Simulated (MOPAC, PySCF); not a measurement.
C3H3N, SMILES `C=CC#N`, neutral singlet in the gas phase. 

Cartesian coordinates (Å):
SMILES: C=CC#N
```xyz
7

C     -0.9664    -0.3383     0.2860
C      0.0152     0.4033    -0.2221
C      1.3946     0.0848    -0.0541
N      2.5153    -0.1538     0.0693
H     -2.0006    -0.0617     0.1354
H     -0.7634    -1.2323     0.8599
H     -0.1947     1.2980    -0.7962
```
Charge 0, multiplicity 1.

All levels are single points at this geometry (B3LYP-D3(BJ)/def2-TZVP); Pople sets use spherical d functions. Orbital energies aren't observables, and empty levels follow the basis.

HF/STO-3G in PySCF gives HOMO (eV) = -9.16.

Task: Estimate the HOMO (eV) from each of these levels: B3LYP-D3(BJ)/def2-TZVP in PySCF; PBE-D3(BJ)/def2-TZVP in PySCF; B3LYP/6-311+G** in PySCF; BP86/6-31G* in PySCF; M06-2X/6-31G* in PySCF; SVWN5/6-31G* in PySCF; PM3 in MOPAC; PM6 in MOPAC.

Result: 
```
level                            HOMO (eV)
-------------------------------  ---------
B3LYP-D3(BJ)/def2-TZVP in PySCF      -8.23
PBE-D3(BJ)/def2-TZVP in PySCF        -7.34
B3LYP/6-311+G** in PySCF             -8.27
BP86/6-31G* in PySCF                 -7.10
M06-2X/6-31G* in PySCF               -9.41
SVWN5/6-31G* in PySCF                -7.18
PM3 in MOPAC                        -10.91
PM6 in MOPAC                        -11.27
```
